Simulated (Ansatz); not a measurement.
## Chalcopyrite CdGeAs₂

These are r²SCAN-D4 (Ansatz, a quantum-chemistry and plane-wave program, plane waves, PAW) values and carry that method's errors.

Settings: plane-wave cutoff 560 eV, 8×8×8 k mesh, Fermi–Dirac smearing 0.01 eV, scalar-relativistic PAW data made under PBE.

Cell: relaxed at this level.

```
Item                                                Value
------------------------------------------  -------------
equilibrium volume per atom                 24.97 Å³/atom
bulk modulus                                     63.3 GPa
lattice parameter a                               5.961 Å
c axis length                                    11.243 Å
band gap                                          0.17 eV
pressure derivative B′ of the bulk modulus            4.8
```

Measured, for comparison: band gap 0.57 eV (temperature not stated, not corrected to a static lattice, direct; as tabulated in Rashkeev et al. (1999), arXiv:cond-mat/9809378); bulk modulus 69.9 GPa (temperature not stated, not corrected to a static lattice; as tabulated in Toher et al. (2017), arXiv:1611.05714); lattice constant a 5.943 Å, lattice parameter c 11.216 Å (298 K, not corrected to a static lattice; as tabulated in Abstract on Scilit: Piezoelectric nonlinear optic CuGaSe2 and CdGeAs2: Crystal …). Computed (rounded) less measured: bulk modulus -9 %, lattice constant a +0.3 %, lattice parameter c +0.2 %.

Note: the bulk modulus comes from volumes at which shape and atoms were relaxed.

Spin–orbit coupling is not included.

The computed numbers hold no vibrational or temperature effects.

Cost on a shared machine: about 40 core-minutes (a rough figure).
